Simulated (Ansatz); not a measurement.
The input, for Ansatz 0.2.0:

```yaml
crystal:
  periodic: [false, false, false]
  atoms:
    - {symbol: Ti, position_ang: [0.000000, 0.000000, 0.000000]}
    - {symbol: H, position_ang: [0.000000, 0.000000, 1.753968]}
basis:
  gaussian: {orbitals: def2-TZVP}
total_charge: 1
magnetization: {spin_polarized: false, initial_magnetization: 2}
correlation: {method: fci, electrons: outside_noble_gas}
```

```sh
$ ansatz run in.yaml --threads 1 --pin off --events-out ev --progress --plain --max-ram 2393MiB
```

**Question.** Roughly how long does this take on 1 thread of Intel Xeon 6975P-C, shared host, and how much host memory?

**Answer.** 6 s wall and 0.18 GiB.

```
760 factors; integrals over basis functions are off by at most 2.1e-7 eV
mean field evaluation 1: about -23092.3768 eV, gradient 1.5e1 eV
mean field evaluation 2: about -23092.3773 eV, gradient 1.5e1 eV
mean field evaluation 4: about -23093.8493 eV, gradient 2.5e0 eV
mean field evaluation 8: about -23094.5121 eV, gradient 2.0e0 eV
mean field evaluation 16: about -23095.1628 eV, gradient 1.6e-4 eV
mean field evaluation 32: about -23095.2293 eV, gradient 2.4e-6 eV
mean field evaluation 64: about -23090.2307 eV, gradient 2.3e1 eV
mean field evaluation 96: about -23095.1560 eV, gradient 1.4e0 eV
mean field evaluation 128: about -23095.2300 eV, gradient 2.8e-1 eV
mean field evaluation 160: about -23093.8426 eV, gradient 4.5e0 eV
mean field evaluation 192: about -23094.7990 eV, gradient 1.9e0 eV
mean field evaluation 224: about -23095.0323 eV, gradient 1.1e0 eV
mean field -23095.22932448 eV, -848.7340231661 hartree, gradient 2.9e-6 eV, S^2 2.000000; 22 other end points of the search recorded, 0 dependent functions left out
mean field evaluation 256: about -23092.2145 eV, gradient 1.3e1 eV
mean field evaluation 288: about -23095.3174 eV, gradient 9.1e-2 eV
mean field evaluation 320: about -23095.2727 eV, gradient 9.1e-1 eV
mean field evaluation 352: about -23095.2710 eV, gradient 9.8e-1 eV
mean field evaluation 384: about -23095.2566 eV, gradient 2.1e-2 eV
determinant -23095.16284908 eV, -848.7315802400 hartree, with singles and doubles -23096.49889794 eV, -848.7806791301 hartree
determinant -23094.72207482 eV, -848.7153820849 hartree, with singles and doubles -23096.27488633 eV, -848.7724468552 hartree
determinant -23095.16284908 eV, -848.7315802400 hartree, with singles and doubles -23096.54195005 eV, -848.7822612658 hartree
determinant -23094.72207482 eV, -848.7153820849 hartree, with singles and doubles -23096.39448788 eV, -848.7768421311 hartree
9 core orbitals not correlated: weight in the atoms' cores, before any rotation towards them, 0.999 or more for the frozen orbitals, at most 0.000 for the correlated occupied ones
reference -23095.16284908 eV, -848.7315802400 hartree; 3, 1 occupied and 39, 41 virtual orbitals, 760 factors
state -23096.62547543 eV, -848.7853307671 hartree
Total energy: -23096.62547543 eV, -848.7853307671 hartree
```
